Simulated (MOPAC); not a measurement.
MOPAC input (PM7):

```
PM7 PRECISE GNORM=0.05 LET XYZ GEO-OK AUX(PRECISION=9) THREADS=1
C2H3N

C    -0.00552043 1    0.00459894 1   -1.17388509 1
C     0.00131904 1   -0.00109886 1    0.28048569 1
N     0.00672398 1   -0.00560159 1    1.42981145 1
H    -0.00547550 1    1.02956237 1   -1.54542667 1
H     0.87817519 1   -0.50722791 1   -1.55560292 1
H    -0.89455918 1   -0.50412383 1   -1.54725412 1
```

From the last part of the output:

```
                                                       MOPAC v23.2.5 Linux

          FINAL HEAT OF FORMATION =         18.20856 KCAL/MOL =      76.18463 KJ/MOL

          COSMO AREA              =         81.57 SQUARE ANGSTROMS
          COSMO VOLUME            =         62.76 CUBIC ANGSTROMS

          GRADIENT NORM           =          0.01272          =       0.00519 PER ATOM
          IONIZATION POTENTIAL    =         12.772574 EV
          HOMO LUMO ENERGIES (EV) =        -12.773  1.222
          NO. OF FILLED LEVELS    =          8
          MOLECULAR WEIGHT        =         41.0524         POINT GROUP:  C3v

          MOLECULAR DIMENSIONS (Angstroms)

            Atom       Atom       Distance
            H     6    N     3     3.17786
            H     4    H     5     1.77907
            N     3    H     4     1.45803

          SCF CALCULATIONS        =         12

   ATOM   CHEMICAL          X               Y               Z
  NUMBER   SYMBOL      (ANGSTROMS)     (ANGSTROMS)     (ANGSTROMS)

     1       C         -0.00544409  *   0.00453858  *  -1.15860076  *
     2       C          0.00130736  *  -0.00109104  *   0.27855966  *
     3       N          0.00675150  *  -0.00562374  *   1.43543542  *
     4       H         -0.00557568  *   1.03329901  *  -1.56777229  *
     5       H          0.88122186  *  -0.50896811  *  -1.57798372  *
     6       H         -0.89783147  *  -0.50585636  *  -1.56960699  *

                             CARTESIAN COORDINATES

   1    C       -0.005444086     0.004538584    -1.158600755
   2    C        0.001307356    -0.001091037     0.278559656
   3    N        0.006751500    -0.005623736     1.435435420
   4    H       -0.005575684     1.033299010    -1.567772287
   5    H        0.881221861    -0.508968112    -1.577983718
   6    H       -0.897831472    -0.505856359    -1.569606986

           Empirical Formula: C2 H3 N  =     6 atoms

      MOLECULAR POINT GROUP   :   C3v

                  EIGENVALUES
 -34.99269 -27.18320 -18.20879 -15.88280 -15.88276 -13.42360 -12.77260 -12.77257
   1.22234   1.22234   3.04173   4.54804   4.54812   5.28890   5.98089

              NET ATOMIC CHARGES AND DIPOLE CONTRIBUTIONS

  ATOM NO.   TYPE          CHARGE      No. of ELECS.   s-Pop       p-Pop
    1          C          -0.425483        4.4255     1.03841     3.38707
    2          C           0.133099        3.8669     1.10837     2.75854
    3          N          -0.263303        5.2633     1.83224     3.43107
    4          H           0.185229        0.8148     0.81477
    5          H           0.185228        0.8148     0.81477
    6          H           0.185230        0.8148     0.81477
 DIPOLE           X         Y         Z       TOTAL
 POINT-CHG.    -0.016     0.014    -3.465     3.465
 HYBRID        -0.002     0.002    -0.462     0.462
 SUM           -0.018     0.015    -3.927     3.927

          ATOMIC ORBITAL ELECTRON POPULATIONS

     Atom    s        px        py        pz
    1  C   1.03841   1.20141   1.20141   0.98424
    2  C   1.10837   0.92148   0.92148   0.91558
    3  N   1.83224   1.10411   1.10411   1.22284
    4  H   0.81477
    5  H   0.81477
    6  H   0.81477

 **********************
 *                    *
 * JOB ENDED NORMALLY *
 *                    *
 **********************

 == MOPAC DONE ==
```

The geometry given is a B3LYP-D3(BJ)/def2-TZVP minimum.
